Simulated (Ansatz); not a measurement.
Born–Oppenheimer molecular dynamics of AlH$_{3}$Mg (5 atoms, charge 0, multiplicity 1). It starts from a relaxed structure.

Method: RKS PBE0/def2-SVP in Ansatz 0.2.0.

```
ensemble        : NVT, Nosé–Hoover chain
time step       : 0.25 fs
steps asked     : 400
set temperature : 300 K
thermostat      : time constant 300 fs, chain length 5
seed            : 898216
```

First frame:

```xyz
5
Properties=species:S:1:pos:R:3
Mg 0.547 -1.314 0.847
Al -0.360 0.861 -0.556
H 1.116 -2.673 1.725
H -1.704 0.851 -1.434
H 0.401 2.275 -0.582
```

(1) How far do the bonds stretch over the last three quarters of this one trajectory? (Pairs bonded in most of those frames.)

Answers

(1) 
```json
{"bond": "Mg1–Al2", "mean (Å)": "2.757", "spread (Å)": "0.048", "shortest": "2.68", "longest": "2.81"}
{"bond": "Mg1–H3", "mean (Å)": "1.720", "spread (Å)": "0.061", "shortest": "1.63", "longest": "1.81"}
{"bond": "Al2–H4", "mean (Å)": "1.608", "spread (Å)": "0.025", "shortest": "1.57", "longest": "1.65"}
{"bond": "Al2–H5", "mean (Å)": "1.615", "spread (Å)": "0.060", "shortest": "1.53", "longest": "1.70"}
```

Mean temperature of the second half: 152 K. The conserved energy stayed within 0.031 meV per atom of its start (net change 0.0096 meV per atom), so the integration is sound. The mean temperature of the second half is 49 % below the set value. A run of 0.1 ps of so small a system gives no equilibrium averages.

Time of the run: 2.4 min on 1 thread of AMD EPYC 9R45 (Zen 5), on a shared host, peak memory 0.21 GiB.
